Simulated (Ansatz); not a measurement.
## Relaxing Y3C2

Theory: DFT PBE, scalar-relativistic, plane waves, PAW (Ansatz 0.2.0). Cutoff 420 eV, Γ-centred k mesh, Gaussian smearing, no spin polarisation in the final step.

The start puts Y3C2 on the anti-A-type sesquioxide structure type (P-3m1, No. 164), with C in place of La, Y in place of O, at a guessed volume.

```yaml
crystal:
  lattice:
    - [4.10445, 0.00000, 0.00000]
    - [-2.05223, 3.55456, 0.00000]
    - [0.00000, 0.00000, 6.38586]
  atoms:
    - { symbol: Y, position: [0.00000, 0.00000, 0.00000] }
    - { symbol: Y, position: [0.33333, 0.66667, 0.64500] }
    - { symbol: Y, position: [0.66667, 0.33333, 0.35500] }
    - { symbol: C, position: [0.33333, 0.66667, 0.24500] }
    - { symbol: C, position: [0.66667, 0.33333, 0.75500] }
```

Cell and atoms relax at zero pressure; the relaxation can't lower the symmetry of the start. After a coarse first stage the cell is made exact in the group found at 0.06 Å.

Energies over the elements count from the elements' standard structures at the same level, with no empirical corrections.

Q: What does it relax into?

A: It keeps P-3m1 (No. 164), but not the shape of the type it started on. Conventional cell: a = 3.630 Å, c = 9.253 Å. Y on Wyckoff site a (1 atom of the primitive cell) has 6 C at 2.63 Å; around Y on Wyckoff site d (2 atoms of the primitive cell) lie 3 C at 2.39 Å; around C lie 3 Y at 2.39 Å and 3 Y at 2.63 Å.

```cif
data_structure
_symmetry_space_group_name_H-M 'P-3m1'
_symmetry_Int_Tables_number 164
_cell_length_a 3.6298
_cell_length_b 3.6298
_cell_length_c 9.2527
_cell_angle_alpha 90.000
_cell_angle_beta 90.000
_cell_angle_gamma 120.000
_cell_volume 105.58
loop_
_atom_site_label
_atom_site_type_symbol
_atom_site_symmetry_multiplicity
_atom_site_Wyckoff_symbol
_atom_site_fract_x
_atom_site_fract_y
_atom_site_fract_z
_atom_site_occupancy
Y1 Y 1 a 0.00000 0.00000 0.00000 1
Y2 Y 2 d 0.33333 0.66667 0.70415 1
C1 C 2 d 0.33333 0.66667 0.17257 1
```

Q: What are its volume, energy, density and gap?

A: The volume per atom is 21.12 Å³ and the density is 4.57 g/cm³. The energy over the elements is -0.30 eV/atom. The gap on the 12×12×4 mesh is 0 eV (a metal).

The final run used a 12×12×4 mesh on its 5-atom cell and 0.10 eV smearing. For metals, differences of a few meV/atom aren't resolved. A structure relaxed within its symmetry needn't be a true minimum.

Cost: 3 runs of about 2.3 core-minutes in all, on Arm Neoverse V1 (shared hosts).